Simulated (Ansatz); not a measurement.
A made-up structure of CH$_{2}$NS (charge -1), singlet:

N1  (-0.308, 0.374, -0.278)
C2  (-0.185, -0.905, 0.106)
S3  (1.202, -1.215, 1.027)
H4  (-0.826, -1.741, 0.230)
H5  (0.389, 1.084, -0.025)
(Å)

It is relaxed with PBE-D4/def2-SVPD and then PBE0-D4/def2-TZVPD (Ansatz 0.2.0). Atoms count as bonded within 1.22 times the sum of their covalent radii (H–H: 0.88 Å). The end point is not checked to be a true minimum.

**Question.** Does its bonding change? (Judge from chemistry; the calculation decides.)

**Answer.** The calculation gives: No: no bond forms or breaks.

Where it ends: The first stage lowers the energy by 1.04 eV in 8 steps. It ends as CH₂NS ([NH][CH][S]), total charge -1:
N1  (-0.423, 0.327, -0.279)
C2  (-0.102, -0.811, 0.232)
S3  (1.304, -1.292, 1.100)
H4  (-0.849, -1.605, 0.089)
H5  (0.342, 0.979, -0.084)
(Å)

Labels in which every atom is bracketed show which atoms are joined, not bond orders.

For scale, one of the runs: PBE0-D4/def2-TZVPD relaxation, 138 basis functions, launched by `ansatz run in.yaml --threads 2 --pin off --events-out ev --progress --plain --max-ram 4352MiB`. Hardware: 2 CPU threads of an Arm Neoverse V2, shared host. Wall time about 13 s.
